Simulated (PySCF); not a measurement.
**SO−: from the state search to spectroscopic constants**

The task here is to estimate one member of a computed series from the others.

The runs use PySCF 2.14.0; S aug-pcseg-1, O aug-pcseg-1, no relativity.

The first run:

The job is set up so:

| Item | Value |
| --- | --- |
| atoms | S, O |
| charge | -1 |
| basis | S aug-pcseg-1, O aug-pcseg-1 |
| Hamiltonian | no relativity |
| basis functions | 50 |
| electrons treated | 25 |
| masses in u | 31.9721, 15.9949 |
| levels | PBE0, PBE, r²SCAN, BHandHLYP, M06, r²SCANh, ωB97X, HF, MP2, SCS-MP2, CCSD, CCSD(T) |
| grid | 80 radial by 434 angular points |
| occupations | held fixed by the projection of orbital angular momentum |
| dissociation limit | S− + O, each in its ground configuration |
| starting distance in angstrom | 1.685 |
| values of 2S to try | 1, 3 |

On the command line:

```bash
OMP_NUM_THREADS=1 python dia.py task.json out
```

Among the steps run: The job; PBE0 along the bond; Excited determinants; PBE; r²SCAN (meta-GGA); BHandHLYP (global hybrid GGA); M06; r²SCANh (hybrid meta-GGA); ωB97X; UHF; Adding correlation.

One of the session's tables, all rows but one given; the rest of the session is left out.

It belongs to the step «The curves together». Energy (eV) from each level's lowest point:

| R (Å) | UHF | UHF-MP2 | UHF-SCS-MP2 | UHF-CCSD | UHF-CCSD(T) |
| --- | --- | --- | --- | --- | --- |
| 1.380 | 1.042 | 1.287 | 1.269 | n/a | n/a |
| 1.444 | 0.410 | 0.540 | 0.531 | 0.654 | 0.698 |
| 1.509 | 0.094 | 0.129 | 0.127 | 0.232 | 0.260 |
| 1.557 | ? | ? | ? | ? | ? |
| 1.605 | 0.000 | 0.023 | 0.017 | 0.000 | 0.004 |
| 1.653 | 0.049 | 0.189 | 0.163 | 0.007 | 0.000 |
| 1.717 | 0.160 | 0.496 | 0.433 | 0.101 | 0.082 |
| 1.798 | 0.341 | 0.868 | 0.764 | 0.313 | 0.275 |
| 1.894 | 0.591 | 1.302 | 1.166 | 0.646 | 0.585 |
| 2.022 | 0.894 | 2.017 | 1.872 | n/a | n/a |

**Question.** Estimate the row for R (Å) = 1.557.

Worked estimate for «UHF». A straight line through the neighbours (1.509, 0.094) and (1.605, 0.000) gives 0.094 + (0.000 − 0.094) × (1.557 − 1.509) / (1.605 − 1.509) = 0.047; a parabola fitted to 4 rows on both sides gives -0.001.

The run gave: UHF: 0.004; UHF-MP2: 0.000; UHF-SCS-MP2: 0.000; UHF-CCSD: 0.068; UHF-CCSD(T): 0.083. In «UHF» the line misses by +0.043 and the parabola by -0.005.
